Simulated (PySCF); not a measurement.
Identify the unknown among the candidates.

All candidates are C4H10P (charge +1).

| technique | computed result |
| --- | --- |
| Rotational structure | rotational constants A, B, C: 7.754, 3.012, 2.562 GHz [GFN2-xTB] |
| 13C NMR | chemical shifts (computed TMS as zero) by class: 26.1 (2 C), 22.3 (1 C), 10.4 (1 C) ppm [GIAO PBE0/pcSseg-1] |
| NMR, other nuclei | isotropic shieldings of nuclei other than C and H, by class: 317 (1 P) ppm [GIAO PBE0/pcSseg-1] |
| UV, first state | lowest singlet excitation: 8.07 eV (154 nm, f = 0.012) [TDDFT wB97X-D/def2-SVPD] |
| 1H NMR | chemical shifts (computed TMS as zero) by class: 6.64 (1 H), 3.40 (2 H), 3.20 (1 H), 3.19 (2 H), 3.08 (1 H), 2.40 (3 H) ppm [GIAO PBE0/pcSseg-1] |
| Polarisability | 62.1 au [wB97X-D/def2-SVPD] |
| UV, strongest line | among the 8 lowest singlet transitions: S6 at 9.41 eV (132 nm, f = 0.050) [TDDFT wB97X-D/def2-SVPD] |

Electronic properties: PySCF, gas phase, density fitting. Levels stand in brackets. Geometry: GFN2-xTB, one conformer, isolated ion. NMR classes are plain means over equivalent atoms (diastereotopic ones count apart unless rotation or inversion swaps them), as if these changed places fast.

Problem. Which candidate is it?
A. `C[PH+]1CCC1`
B. `CC[C@H]1C[PH2+]1`
C. `C/C=C\[PH2+]C`

Solution. A. It is `C[PH+]1CCC1`. Numbering: `[CH3:1][PH+:2]1[CH2:3][CH2:4][CH2:5]1`. 4 carbons fall into 3 classes; from least to most shielded: ring sp3 carbon bound to phosphorus [C3/C5] (26.1 ppm, 2 C), four-membered-ring carbon [C4] (22.3 ppm), chain sp3 carbon bound to phosphorus [C1] (10.4 ppm). Hydrogen classes from least to most shielded: 1 H on a phosphonium phosphorus, P2 (6.64 ppm), 2 H on 2 like atoms (sp3 carbon bound to phosphorus), C3/C5 (3.40 ppm), 1 H on a four-membered-ring carbon, C4 (3.20 ppm), 2 H on 2 like atoms (sp3 carbon bound to phosphorus), C3/C5 (3.19 ppm), 1 H on a four-membered-ring carbon, C4 (3.08 ppm), 3 H on an sp3 carbon bound to phosphorus, C1 (2.40 ppm). The other shieldings belong to: 317 ppm, phosphonium phosphorus [P2]. S1 is mainly HOMO→LUMO (weight 0.92); the largest Löwdin shares of the orbital it empties are 0.25 on the four-membered-ring carbon, 0.16 on the phosphonium phosphorus and 0.13 on each of 2 atoms of one kind (sp3 carbon bound to phosphorus), of the orbital it fills 0.38 on the phosphonium phosphorus, 0.13 on each of 2 atoms of one kind (sp3 carbon bound to phosphorus) and 0.10 on the P–H hydrogen. The optimised geometry has point group Cs and is an asymmetric top.

The others, at the same levels:
- `C/C=C\[PH2+]C` fails: it has 4 carbon classes against 3; its computed 13C shifts are 180.8 (1 C), 99.6 (1 C), 25.2 (1 C), 5.6 (1 C) ppm, 1H shifts are 8.21 (1 H), 6.11 (2 H), 5.82 (1 H), 2.53 (3 H), 2.26 (3 H) ppm and rotational constant A is 6.612 GHz (against 7.754 GHz).
- `CC[C@H]1C[PH2+]1` fails: it has 4 carbon classes against 3; its computed 13C shifts are 38.4 (1 C), 21.8 (1 C), 12.0 (1 C), 6.6 (1 C) ppm, 1H shifts are 4.18 (1 H), 3.99 (1 H), 3.75 (1 H), 2.77 (1 H), 2.74 (1 H), 2.54 (1 H), 2.53 (1 H), 1.01 (3 H) ppm and rotational constant A is 6.587 GHz (against 7.754 GHz).

Each candidate is one conformer, not necessarily the lowest. The conformers computed, where there is a choice (atom-mapped SMILES and torsion angles):
- `[CH3:1]/[CH:2]=[CH:3]\[PH2+:4][CH3:5]`: C2–C3–P4–C5 -80°
- `[CH3:1][CH2:2][C@H:3]1[CH2:4][PH2+:5]1`: C1–C2–C3–C4 -57°
